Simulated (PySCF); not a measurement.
# Frontier levels across methods

Species: C₄H₅O (charge -1).
Structure used (PBE0-D3(BJ)/def2-SVP), in Å, numbered top down from 1:
```
atom  x, y, z in Å
C1    -1.8404    0.0976   -0.1285
C2    -0.6274   -0.0805   -0.6675
C3     0.6336    0.3081    0.0686
C4     1.7942    0.0470   -0.6540
O5     0.5165    0.8095    1.2170
H6    -1.8785    0.5401    0.8739
H7    -2.7706   -0.1752   -0.6393
H8    -0.5230   -0.5194   -1.6697
H9     1.7559   -0.3979   -1.6534
H10    2.7749    0.2846   -0.2274
```

Basis pcSseg-2 throughout (PySCF), one geometry. Isolated species at its PBE0-D3(BJ)/def2-SVP geometry (one conformer only). The geometry's basis has no diffuse functions.

Problem. How do the orbital energies and the gap change with the method?

Solution. 
```json
{"method": "OPBE", "kind": "GGA", "HOMO (eV)": "1.00", "LUMO (eV)": "3.60", "gap (eV)": "2.60", "SCF cycles": "19"}
{"method": "BLYP", "kind": "GGA", "HOMO (eV)": "1.00", "LUMO (eV)": "3.55", "gap (eV)": "2.56", "SCF cycles": "18"}
{"method": "B97-D", "kind": "GGA", "HOMO (eV)": "0.92", "LUMO (eV)": "3.53", "gap (eV)": "2.61", "SCF cycles": "17"}
{"method": "KT3", "kind": "GGA", "HOMO (eV)": "0.91", "LUMO (eV)": "3.54", "gap (eV)": "2.63", "SCF cycles": "19"}
{"method": "PBE", "kind": "GGA", "HOMO (eV)": "0.86", "LUMO (eV)": "3.43", "gap (eV)": "2.57", "SCF cycles": "18"}
{"method": "KT2", "kind": "GGA", "HOMO (eV)": "0.82", "LUMO (eV)": "3.46", "gap (eV)": "2.64", "SCF cycles": "18"}
{"method": "BP86", "kind": "GGA", "HOMO (eV)": "0.75", "LUMO (eV)": "3.33", "gap (eV)": "2.58", "SCF cycles": "18"}
{"method": "LDA", "kind": "LDA", "HOMO (eV)": "0.63", "LUMO (eV)": "3.19", "gap (eV)": "2.56", "SCF cycles": "17"}
{"method": "B97-2", "kind": "global hybrid", "HOMO (eV)": "0.14", "LUMO (eV)": "4.27", "gap (eV)": "4.14", "SCF cycles": "16"}
{"method": "B3LYP", "kind": "global hybrid", "HOMO (eV)": "0.06", "LUMO (eV)": "4.08", "gap (eV)": "4.02", "SCF cycles": "16"}
{"method": "PBE0", "kind": "global hybrid", "HOMO (eV)": "-0.11", "LUMO (eV)": "4.30", "gap (eV)": "4.40", "SCF cycles": "16"}
{"method": "mPW1PW91", "kind": "global hybrid", "HOMO (eV)": "-0.12", "LUMO (eV)": "4.30", "gap (eV)": "4.41", "SCF cycles": "16"}
{"method": "BHandHLYP", "kind": "global hybrid", "HOMO (eV)": "-0.99", "LUMO (eV)": "4.95", "gap (eV)": "5.95", "SCF cycles": "13"}
{"method": "CAM-B3LYP", "kind": "range-separated hybrid", "HOMO (eV)": "-1.33", "LUMO (eV)": "5.13", "gap (eV)": "6.46", "SCF cycles": "15"}
{"method": "wB97X-D", "kind": "range-separated hybrid", "HOMO (eV)": "-1.86", "LUMO (eV)": "5.98", "gap (eV)": "7.84", "SCF cycles": "15"}
{"method": "HF", "kind": "Hartree–Fock", "HOMO (eV)": "-2.34", "LUMO (eV)": "6.31", "gap (eV)": "8.66", "SCF cycles": "12"}
{"method": "LC-wPBE", "kind": "range-separated hybrid", "HOMO (eV)": "-2.52", "LUMO (eV)": "6.16", "gap (eV)": "8.68", "SCF cycles": "15"}
```

The HOMO spans 3.52 eV, from OPBE down to LC-wPBE, and the gap runs from 2.56 eV (BLYP) to 8.68 eV (LC-wPBE). Over the methods OPBE (0 %), BLYP (0 %), B97-D (0 %), KT3 (0 %), PBE (0 %), KT2 (0 %), BP86 (0 %), LDA (0 %), B97-2 (21 %), B3LYP (20 %), PBE0 (25 %), mPW1PW91 (25 %), BHandHLYP (50 %), HF (100 %), a straight line through the gap against the share of exact exchange rises by 0.62 eV for each 10 % (correlation coefficient 0.997). Where the HOMO energy of this anion is positive, the outermost electrons may be held by the finite basis alone.
